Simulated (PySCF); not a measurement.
C3H3FO.
SMILES with atom numbers: `[CH2:1]=[CH:2][C:3](=[O:4])[F:5]` (hydrogens: H6, H7 on C1; H8 on C2)

Cartesian coordinates in Å at the PBE0-D3(BJ)/def2-SVP level; atoms count from 1:
```
atom  x, y, z in Å
C1     0.987    0.772   -0.077
C2     0.141   -0.101    0.473
C3    -0.990   -0.635   -0.310
O4    -1.278   -0.395   -1.436
F5    -1.725   -1.482    0.422
H6     0.845    1.094   -1.113
H7     1.832    1.179    0.483
H8     0.244   -0.451    1.503
```

Jobs on this species (8 atoms, 38 electrons) with PySCF (density fitting). Hardware of each: Arm Neoverse V1, one thread, no GPU, on a shared host. The host was shared with other jobs, so the times are rough. Peak memory is the resident size of the whole Python process, interpreter and libraries included.

```
level and settings                                         work  basis functions  SCF cycles  wall time  peak memory
       B97-2/pcJ-1  spin–spin couplings from 8 perturbed nuclei              165           ?          ?            ?
        PBE0/pcJ-1  spin–spin couplings from 8 perturbed nuclei              165           ?          ?            ?
   CAM-B3LYP/pcJ-1  spin–spin couplings from 8 perturbed nuclei              165           ?          ?            ?
          HF/pcJ-1  spin–spin couplings from 8 perturbed nuclei              165          12       10 s     0.77 GiB
         LDA/pcJ-1  spin–spin couplings from 8 perturbed nuclei              165          16      9.4 s     0.56 GiB
  PBE0/aug-cc-pVDZ      shieldings, charges and field gradients              142          14      8.2 s     0.65 GiB
         PBE/pcJ-1  spin–spin couplings from 8 perturbed nuclei              165          18       16 s     0.45 GiB
      PBE0/cc-pVDZ      shieldings, charges and field gradients               85          14      4.5 s     0.45 GiB
      PBE0/cc-pVTZ      shieldings, charges and field gradients              192          14       12 s     0.90 GiB
```

Task: Fill in the missing figures.

Result: 
- B97-2/pcJ-1; spin–spin couplings from 8 perturbed nuclei: 17 s, 0.70 GiB, 14 SCF cycles
- PBE0/pcJ-1; spin–spin couplings from 8 perturbed nuclei: 17 s, 0.70 GiB, 14 SCF cycles
- CAM-B3LYP/pcJ-1; spin–spin couplings from 8 perturbed nuclei: 23 s, 0.76 GiB, 13 SCF cycles

Task: What do all jobs in the table cost together?

Result: About 2.0 min; the longest takes about 20 % of that, and about 5.1 times as long as the shortest.
